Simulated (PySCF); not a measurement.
Oxygen: a sound run and one with changed settings

Sound run: O [He] 2s2 2p4, O⁺ [He] 2s2 2p3. All numbers are calculated (PySCF 2.14, scalar relativity by spin-free X2C-1e, in cc-pVTZ-DK (4s3p2d1f, 30 functions)). In the sound run the correlated levels freeze 1s2. The sound run starts from symmetry-adapted Hartree-Fock orbitals and uses a fine grid where one is needed.

Changed run: initial guess atom, at most 50 SCF cycles, level shift 0.1 hartree.

```json
{"species": "O", "method": "UHF", "sound run (hartree)": "-74.86387", "changed run (hartree)": "-74.86387", "converged": "yes"}
{"species": "O", "method": "B3LYP", "sound run (hartree)": "-75.14508", "changed run (hartree)": "-75.14508", "converged": "yes"}
{"species": "O", "method": "M06-2X", "sound run (hartree)": "-75.11840", "changed run (hartree)": "-75.11840", "converged": "yes"}
{"species": "O", "method": "MP2", "sound run (hartree)": "-75.00710", "changed run (hartree)": "-75.00178", "converged": "yes"}
{"species": "O", "method": "CCSD(T)", "sound run (hartree)": "-75.02616", "changed run (hartree)": "-75.02616", "converged": "yes"}
{"species": "O⁺", "method": "UHF", "sound run (hartree)": "-74.42286", "changed run (hartree)": "-74.42286", "converged": "yes"}
{"species": "O⁺", "method": "B3LYP", "sound run (hartree)": "-74.62773", "changed run (hartree)": "-74.62773", "converged": "yes"}
{"species": "O⁺", "method": "M06-2X", "sound run (hartree)": "-74.61613", "changed run (hartree)": "-74.61613", "converged": "yes"}
{"species": "O⁺", "method": "MP2", "sound run (hartree)": "-74.52055", "changed run (hartree)": "-74.51721", "converged": "yes"}
{"species": "O⁺", "method": "CCSD(T)", "sound run (hartree)": "-74.53720", "changed run (hartree)": "-74.53720", "converged": "yes"}
```

Ionisation energy of O:

```
 method  sound run (eV)  changed run (eV)
    UHF          12.001            12.001
  B3LYP          14.078            14.078
 M06-2X          13.667            13.667
    MP2          13.240            13.186
SCS-MP2          13.338            13.283
   CCSD          13.269            13.269
CCSD(T)          13.305            13.305
```

A level shift leaves the converged SCF energy unchanged but raises the virtual orbital energies, which shrinks MP2 if it is not removed.

For comparison, NIST gives 13.618 eV between the lowest levels.
